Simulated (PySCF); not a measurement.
All values below come from PBE-D3(BJ)/def2-TZVP // B3LYP-D3(BJ)/def2-TZVP in PySCF 2.14.0. Gas-phase values, no solvent. One relaxed conformer stands for a flexible species; it need not be the lowest. Excitations are Tamm–Dancoff values on a coarser integration grid. The basis has no diffuse functions, so Rydberg states are missing or too high.

Reference species (SMILES): `C=CN` (neutral, multiplicity 1).

```yaml
T1 excitation (TDA): 4.12 eV
HOMO: -4.85 eV
```

Changed species: `ClC=C` (X = chloro; the reference has X = amino).

Question: What does the change do to the T1 excitation (TDA) and HOMO?

Answer: the T1 excitation (TDA) rises by 0.13 eV, to 4.25 eV; the HOMO falls by 1.57 eV, to -6.42 eV.
